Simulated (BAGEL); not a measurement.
# quartet AlF2: UHF/def2-TZVPP (density fitting with qzvpp-jkfit)

We compute a single-point energy of quartet AlF2. 

The results are computed with BAGEL 1.2.2.

4 further runs of the same task are left out: 4 set aside as unsound or not needed.

### 1 The molecule

AlF2 has 3 atoms, charge 0, and is taken as a quartet. As SMILES of the parent species, `[F][Al][F]`. The coordinates come from a PBE0-D4/def2-TZVP relaxation. That shape belongs to the parent species and isn't relaxed for this state.

Bond lengths: F1–Al2 1.647 Å, Al2–F3 1.647 Å. Angles: F1–Al2–F3 119.7°.

### 2 A single-point energy at UHF/def2-TZVPP (density fitting with qzvpp-jkfit)

File input.json:

```json
{ "bagel": [

{
  "title": "molecule",
  "basis": "tzvpp",
  "df_basis": "qzvpp-jkfit",
  "angstrom": "true",
  "geometry": [
    { "atom": "F", "xyz": [       0.533000,      -1.361200,       0.136400 ] },
    { "atom": "Al", "xyz": [       0.388700,       0.275400,       0.245200 ] },
    { "atom": "F", "xyz": [      -0.932500,       1.021000,      -0.394800 ] }
  ]
},

{
  "title": "uhf",
  "nopen": 3
},

{
  "title": "print",
  "file": "orbitals.molden",
  "orbitals": "true"
}

]}
```

On the command line:

```bash
$ BAGEL_NUM_THREADS=1 BAGEL input.json > input.out
```

Q: Predict the results. Wanted: total energy; dipole moment; ⟨S²⟩.

Answer, from the run:

At UHF/def2-TZVPP (density fitting with qzvpp-jkfit):

| quantity | value |
| --- | --- |
| total energy | -440.68737 Eh |
| dipole moment | 1.14 D |
| ⟨S²⟩ | 3.830 |
